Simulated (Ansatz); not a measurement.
# CH4SSi: the cost of one run

Program: Ansatz 0.2.0. Level of theory: RKS LDA/6-31G*. These are calculated values, not measurements.

## Step 1: Starting point

Bond lengths: C1–S2 1.751 Å, S2–Si3 2.129 Å, C1–H4 1.090 Å, C1–H5 1.102 Å, C1–H6 1.085 Å, Si3–H7 1.523 Å. Angles: C1–S2–Si3 102.1°, S2–C1–H4 109.7°, S2–C1–H5 114.6°, S2–C1–H6 115.2°, H4–C1–H5 102.5°, H4–C1–H6 106.4°, H5–C1–H6 107.3°, S2–Si3–H7 108.9°.

Coordinates:

```xyz
7

C    -0.8138    0.6434   -0.3067
S    -0.1313   -0.3543    0.9605
Si    1.6287   -1.1128    0.0323
H    -1.7157    1.1360    0.0578
H    -0.1826    1.4947   -0.6102
H    -1.0985    0.1139   -1.2098
H     2.3744   -1.9888    1.0304
```

## Step 2: Relaxing end A

The input, input.yaml:

```yaml
crystal:
  periodic: [false, false, false]
  atoms:
    - { symbol: C, position_ang: [-0.8138, 0.6434, -0.3067] }
    - { symbol: S, position_ang: [-0.1313, -0.3543, 0.9605] }
    - { symbol: Si, position_ang: [1.6287, -1.1128, 0.0323] }
    - { symbol: H, position_ang: [-1.7157, 1.136, 0.0578] }
    - { symbol: H, position_ang: [-0.1826, 1.4947, -0.6102] }
    - { symbol: H, position_ang: [-1.0985, 0.1139, -1.2098] }
    - { symbol: H, position_ang: [2.3744, -1.9888, 1.0304] }
basis:
  gaussian: { orbitals: "6-31G*" }
hamiltonian:
  xc: lda
relax:
  f_tol: 0.015
  max_steps: 40
```

The run is started by

```console
$ ansatz run input.yaml --threads 1 --pin off --max-ram 2048MiB --backend cpu --events-out ev --progress --plain --runs-dir out
```

What time and memory should one allow on 1 thread of an Arm CPU, shared host?

About 13 s, with a peak of 0.12 GiB.
